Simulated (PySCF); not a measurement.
**C₂H₄S, a complex of two parts: interaction energy**

An exercise on one series of results from a longer session: the logs are not shown, and one member is left open.

Programs: PySCF 2.14.0. All values are calculated, for the isolated system unless a continuum is named. Atoms count from 0, parts from 1.

## The system as given

7 atoms, charge 0, multiplicity 1; geometry: GFN2-xTB. Parts: 1 = atoms 0–2, `S`, charge 0; 2 = atoms 3–6, `C#C`, charge 0.

Set-up of the first run:

What the job is given:

```
{"job": {"xc": "PBE0", "basis": "def2-SVPD", "d3": "d3bj", "grid": 2, "kind": "geom"}, "charge": 0, "multiplicity": 1, "parts": [{"atoms": "0-2", "charge": 0, "multiplicity": 1}, {"atoms": "3-6", "charge": 0, "multiplicity": 1}]}
S      0.051289     0.539974     0.334886
H     -0.798049    -0.283116    -0.276051
H      1.101104    -0.185254    -0.026144
C     -2.559506    -1.355724    -1.453264
C     -1.866663    -2.312969    -1.630138
H     -3.181943    -0.521974    -1.309361
H     -1.256653    -3.153260    -1.785598
```

Run with:

```
> OMP_NUM_THREADS=1 python cluster_run.py task.json out
```

One launch serves the whole session: the jobs run in the order shown.

Steps of the session up to this table: Relaxing the molecule at PBE0-D3(BJ)/def2-SVPD; Coupled-cluster interaction energy: CCSD(T) and MP2.

One of the session's tables, all rows but one given; the rest of the session is left out.

It belongs to the step «Coupled-cluster interaction energy: CCSD(T) and MP2». 

| method | interaction energy (kcal/mol) |
| --- | --- |
| HF/aug-cc-pVDZ | ? |
| MP2/aug-cc-pVDZ | -1.55 |
| CCSD/aug-cc-pVDZ | -1.00 |
| CCSD(T)/aug-cc-pVDZ | -1.23 |
| HF/aug-cc-pVTZ | 0.07 |
| MP2/aug-cc-pVTZ | -1.86 |
| SCS-MP2/aug-cc-pVTZ | -1.36 |
| MP2, extrapolated | -2.00 |
| CCSD(T), limit estimate | -1.68 |

Estimate the missing values for HF/aug-cc-pVDZ.

The run gave: interaction energy (kcal/mol): 0.05. In the column «interaction energy (kcal/mol)» it lies between CCSD/aug-cc-pVDZ (-1.00) and HF/aug-cc-pVTZ (0.07).
